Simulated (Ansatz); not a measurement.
A nudged elastic band was laid between two geometries of C3H6FNS (12 atoms, charge 0, multiplicity 1).

The calculation used RKS r2SCAN-D4/def2-SVP in Ansatz.

```json
{
 "movable images": "5",
 "climbing image": "yes",
 "spring": "5.0 eV/Å²",
 "optimiser": "quadratic models (default)",
 "start path": "IDPP",
 "force threshold": "0.05 eV/Å",
 "iteration limit": "60",
 "end points": "relaxed"
}
```

Initial state:

```xyz
12
Properties=species:S:1:pos:R:3
C 0.238 -0.708 1.426
C 0.683 0.061 0.201
F 1.325 -0.828 -0.676
C -0.468 0.746 -0.524
N -0.673 0.297 -1.768
S -1.350 1.933 0.215
H 1.108 -1.182 1.901
H -0.484 -1.487 1.138
H -0.243 -0.022 2.135
H 1.419 0.839 0.466
H -1.413 0.711 -2.324
H -0.063 -0.415 -2.157
```

Final state:

```xyz
12
Properties=species:S:1:pos:R:3
C 0.210 -0.883 1.331
C 0.683 -0.195 0.069
F 0.810 -1.158 -0.944
C -0.254 0.911 -0.397
N -0.811 0.686 -1.593
S -0.519 2.249 0.537
H 0.129 -0.147 2.142
H 0.925 -1.669 1.614
H -0.778 -1.337 1.163
H 1.682 0.254 0.213
H -1.434 1.384 -1.985
H -0.567 -0.149 -2.116
```

(1) Which bonds break or form, and what moves?

(2) Give the energies along the band, and the barrier.

(3) What is the geometry of the highest image?

(4) What are the harmonic wavenumbers there?

## Answers

(1) No bond is made or broken. The dihedral H7–C1–C2–F3 goes from 58 to 179°. The two ends are copies of one structure, up to a mirror image or an exchange of like atoms.

(2) The run converged. The highest image is number 3 of 0 to 6, 0.156 eV above the ends, which have the same energy within 2 meV. A vibrational analysis at the climbing image gives one clearly imaginary mode, 243i cm⁻¹: a first-order saddle point.

```csv
image,path coordinate (Å),energy (eV),dihedral H7–C1–C2–F3 (°)
0,0.00,0.000,58
1,0.57,0.039,77
2,1.15,0.117,97
3,1.72,0.156,117
4,2.30,0.116,138
5,2.88,0.038,159
6,3.46,0.000,179
```

(3) 
```xyz
12
Properties=species:S:1:pos:R:3
C 0.220 -0.858 1.368
C 0.676 -0.156 0.088
F 0.893 -1.118 -0.916
C -0.306 0.889 -0.422
N -0.787 0.641 -1.646
S -0.687 2.202 0.506
H 0.936 -0.713 2.188
H 0.152 -1.935 1.154
H -0.759 -0.493 1.703
H 1.640 0.360 0.234
H -1.426 1.305 -2.068
H -0.474 -0.180 -2.155
```

(4) 243i, 54, 244, 324, 381, 448, 456, 493, 638, 668, 789, 885, 945, 1064, 1081, 1103, 1272, 1304, 1343, 1385, 1423, 1448, 1470, 1596, 3059, 3079, 3165, 3173, 3546, 3696 cm⁻¹.

Time of the run: 100 s on 2 threads of AMD EPYC 7R43 64-Core Processor (Zen 3), with other jobs on the host, peak memory 0.19 GiB.
